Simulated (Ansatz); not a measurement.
A calculation with Ansatz (development build ahead of 0.2.0).

```yaml
crystal:
  periodic: [false, false, false]
  atoms:
    - { symbol: C, position_ang: [0.00132, 0.02151, -0.63619] }
    - { symbol: F, position_ang: [0.01757, 0.97863, 0.18466] }
    - { symbol: F, position_ang: [0.00284, -1.05909, 0.16173] }
basis:
  gaussian: { orbitals: cc-pVDZ }
hamiltonian:
  xc: hf
```

The input is written out in the form of the current development build from the run's settings.

Results

```yaml
Converged: yes
Total_energy: -236.67069 hartree
Spin_squared_of_the_determinant: 0.000
```
